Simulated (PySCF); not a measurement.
## Relaxation of singlet SO₃

Computed with PySCF, PBE0, basis S def2-TZVP, O def2-TZVP (no relativity, density fitting). A (50,194) grid was used.

A hand-made T-shaped start, of C2v symmetry, held to at least that symmetry:

Coordinates in bohr (charge 0 multiplicity 1):
```
S     0.0000    0.0000   -0.6107
O     0.0000    0.0000    2.2428
O     2.8518    0.0000   -0.5111
O    -2.8518    0.0000   -0.5111
```

Optimiser trace:
| step | E − E(last) (kJ/mol) | largest gradient (Eh/bohr) |
| --- | --- | --- |
| 0 | 583.15 | 0.24098 |
| 1 | 237.59 | 0.09383 |
| 2 | 56.07 | 0.07765 |
| 3 | 7.40 | 0.06834 |
| 4 | 0.15 | 0.00959 |
| 5 | 0.01 | 0.00133 |
| 6 | 0.00 | 0.00017 |

It ends at D3h with S–O 1.420 Å (×3); O–S–O 120.0° (×3). A frequency run shows a minimum. Other isomers or separated fragments may lie lower.

Final geometry:
Z-matrix (Å, degrees; charge 0 multiplicity 1):
```
S
O  1 1.4195
O  1 1.4195 2 120.00
O  1 1.4195 2 120.00 3 180.00
```

The relaxation took of the order of 30 core-seconds on a shared host.
